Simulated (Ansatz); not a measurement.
Calculated with Ansatz (gas phase, PBE0-D4/def2-TZVP geometries, no zero-point term in ΔE). CCSD(T)/CBS is the MP2 limit (def2-TZVPP, def2-QZVPP) plus CCSD(T) − MP2 in def2-TZVPP, frozen cores. This one scheme is used for every species. Functionals use def2-TZVPP. B3LYP here is the variant with VWN-RPA as its local correlation; programs differ in this. Each species was taken in one conformer, which may not be the lowest.

Reaction (formal exchange of groups at a C–O bond): `OCC(O)O` + `CF` → `OCC(O)CF` + H₂O

`OCC(O)O`:

Cartesian coordinates in Å:
```
O 0.797 -0.987 -1.100
C 0.987 0.122 -0.250
C -0.333 0.505 0.390
O -0.681 -0.580 1.223
O -1.312 0.743 -0.569
H 0.493 -1.712 -0.544
H 1.731 -0.082 0.529
H 1.342 0.946 -0.871
H -0.241 1.428 0.975
H -1.601 -0.462 1.476
H -1.181 0.079 -1.259
```

`CF`:

Cartesian coordinates in Å:
```
C -0.004 -0.001 -0.061
F 0.087 0.020 1.312
H -0.205 1.011 -0.421
H -0.818 -0.668 -0.355
H 0.940 -0.361 -0.476
```

`OCC(O)CF`:

```xyz
13

O    -1.740   -1.070    0.449
C    -0.366   -0.754    0.603
C    -0.016    0.192   -0.527
O    -0.849    1.323   -0.499
C     1.421    0.638   -0.475
F     1.755    1.134    0.770
H    -2.075   -1.423    1.275
H    -0.179   -0.254    1.559
H     0.257   -1.656    0.545
H    -0.140   -0.352   -1.479
H    -1.739    0.997   -0.320
H     1.585    1.430   -1.210
H     2.086   -0.205   -0.690
```

H₂O:

Cartesian coordinates in Å:
```
O -0.311 0.083 -0.219
H 0.391 0.680 0.050
H -0.080 -0.763 0.169
```

```
             level  ΔE (kcal/mol)
           PBE0-D4           -2.2
          B3LYP-D4           -1.6
     HF/def2-TZVPP           -0.1
    MP2/def2-TZVPP           -3.7
SCS-MP2/def2-TZVPP           -2.7
     HF/def2-QZVPP           -0.3
    MP2/def2-QZVPP           -4.4
     MP2/CBS(def2)           -4.9
```

Question: What does CCSD(T)/CBS give? (An estimate is asked.)

Answer: Ansatz gave: -3.9 kcal/mol. The listed levels differ from it by 1.7, 2.3, 3.8, 0.2, 1.2, 3.6, -0.5, -1.0 kcal/mol.

Largest T1 diagnostic among the species: 0.011.

In def2-TZVPP, CCSD(T) changes the Hartree–Fock value by −2.7 kcal/mol (the triples alone add −0.0 kcal/mol) and MP2 by −3.6 kcal/mol. The D4 term adds −1.0 kcal/mol with B3LYP and −0.6 kcal/mol with PBE0; it sums over pairs of atoms, weighted by their polarisabilities, and B3LYP, whose exchange is more repulsive, gets the larger term.
